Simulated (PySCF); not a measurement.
ClH2Si(SH), ClH₃SSi.
Atom-mapped SMILES: `[SH:1][SiH2:2][Cl:3]` (hydrogens: H4 on S1; H5, H6 on Si2)

Geometry (PBE0-D3(BJ)/def2-TZVP, Å), atoms numbered from 1 in this order:
```
atom  x, y, z in Å
S1     1.5180   -0.2873   -0.7391
Si2   -0.4740   -0.1698   -0.0216
Cl3   -1.2156    1.7451   -0.0291
H4     2.0462    0.3301    0.3315
H5    -1.2775   -0.9880   -0.9535
H6    -0.5698   -0.6519    1.3727
```

Method: PySCF 2.14.0, PBE0-D3(BJ)/def2-TZVP geometry optimisation, gas phase.

Take the most abundant isotopes and a rigid rotor. The values belong to one conformer with, in the numbering `[SH:1][SiH2:2][Cl:3]`, H–S1–Si2–Cl3 70°.

Q: Give the principal moments of inertia and the rotational constants in cm⁻¹.

A: Ia = 36.74, Ib = 209.52, Ic = 237.14 u·Å²; 505379 MHz·u·Å²/I gives 13756, 2412 and 2131 MHz, that is A = 0.45884, B = 0.08046, C = 0.07109 cm⁻¹.

Q: What kind of rotor is it?

A: A near-prolate asymmetric top: κ = (2 × 2412 − 13756 − 2131)/(13756 − 2131) = -0.95.

Q: Is it planar, by Δ = Ic − Ia − Ib?

A: Not planar: Δ = Ic − Ia − Ib = -9.12 u·Å². For a rigid frame Δ = −2 Σ m c², so Σ m c² = 4.56 u·Å² lies off the ab plane: 4.49 from hydrogen and 0.07 from heavier atoms. The atom farthest from that plane is 1.24 Å away.

Q: Give the other two planar moments, Paa and Pbb, and the rms extents of the mass along the axes.

A: Paa = Σ m a² = (Ib + Ic − Ia)/2 = 204.96 and Pbb = Σ m b² = (Ia + Ic − Ib)/2 = 32.18 u·Å². With the mass M = 97.94 u, the rms extents √(P/M) along a, b and c are 1.45, 0.57, 0.22 Å.

Q: Where do the levels up to J = 2 lie, in cm⁻¹?

A: Above 0(0,0):
J = 1: 1(0,1) 0.1515, 1(1,1) 0.5299, 1(1,0) 0.5393
J = 2: 2(0,2) 0.4545, 2(1,2) 0.8237, 2(1,1) 0.8518, 2(2,1) 1.9869, 2(2,0) 1.9871
The levels of one J sum to (2J + 1)J(J + 1)(A + B + C)/3.

Q: Which lines would a microwave search look for?

A: The dipole components are |μa| = 0.52 D, |μb| = 0.56 D, |μc| = 0.79 D. Intensities carry the squares of the components, which stand as 0.43 : 0.49 : 1.00 (a : b : c). Some lines, for components of 0.1 D or more:

```csv
type,branch,"J(Ka,Kc)",MHz,lower level (cm⁻¹)
b,R,"4(0,4) ← 3(1,3)",7458,1.264
c,Q,"1(1,1) ← 1(0,1)",11344,0.152
a,R,"3(1,2) ← 2(1,1)",14048,0.852
b,R,"2(1,2) ← 1(0,1)",20149,0.152
c,R,"2(1,1) ← 1(0,1)",20992,0.152
c,Q,"4(2,3) ← 4(1,3)",33057,1.945
c,Q,"2(2,1) ← 2(1,1)",34031,0.852
b,R,"2(2,1) ← 1(1,0)",43398,0.539
b,R,"2(2,0) ← 1(1,1)",43685,0.530
b,R,"3(2,2) ← 2(1,1)",47661,0.852
b,R,"4(3,1) ← 3(2,2)",75607,2.442
c,Q,"4(4,1) ← 4(3,1)",80379,4.964
b,Q,"4(4,0) ← 4(3,1)",80379,4.964
c,R,"4(4,1) ← 3(3,1)",98563,4.357
```

PBE0-D3(BJ)/def2-TZVP frequencies: not computed here. These are rigid-rotor constants of the computed structure; measured ground-state constants (B0) also hold zero-point vibration. Quadrupole hyperfine structure (35Cl) is left out.

The run took 58 s on an Arm Neoverse N1 with one thread (shared host), and the process peaked at 0.51 GiB of memory. These figures are those of the optimisation.
